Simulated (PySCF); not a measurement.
Gas-phase reaction: SiF3 + 2 H ⇌ SiHF2 + HF

Computed with PySCF (xtb for GFN2) and rigid-rotor harmonic-oscillator thermochemistry at 1 bar. † marks an energy on the PBE0/def2-TZVP geometry and frequencies; other levels use their own. MP2 and CCSD(T) freeze the core. Open shells (unrestricted): SiF3 (multiplicity 2), H (multiplicity 2), SiHF2 (multiplicity 2); the rest are closed-shell singlets. GFN2 has no spin-polarisation term. SiHF2: computed as isolated molecules; such fragments, hydroxides, amides, oligomers or adducts are transient or little studied in the gas. MP2 isn't extrapolated to the basis-set limit; its ΔH°(298 K) is -263.5 kJ in def2-SVP and -272.9 kJ in def2-TZVPP. CCSD(T) isn't extrapolated to the basis-set limit; its ΔH°(298 K) is -293.2 kJ in def2-SVP and -298.9 kJ in def2-TZVPP. The harmonic model lacks anharmonicity and excited electronic states, which grow with temperature; levels with a mode under 35 cm⁻¹ are left out.

```
level               ΔE electronic, kJ  ΔH°(298 K), kJ  ΔS°(298 K), J/K  ΔG°(2000 K), kJ
------------------  -----------------  --------------  ---------------  ---------------
CCSD(T)/def2-SVP†                -325            -293              -67             -121
GFN2-xTB                         -440            -410              -69             -236
M06-2X/def2-TZVP†                -312            -281              -67             -108
MP2/def2-SVP†                    -295            -264              -67              -91
PBE/def2-SVP                     -307            -277              -67             -103
PBE/def2-TZVP†                   -316            -284              -67             -111
ωB97X-V/def2-TZVP†               -322            -290              -67             -118
```
ΔH° is lowest at GFN2-xTB and highest at MP2/def2-SVP†. No reference value is set beside these.
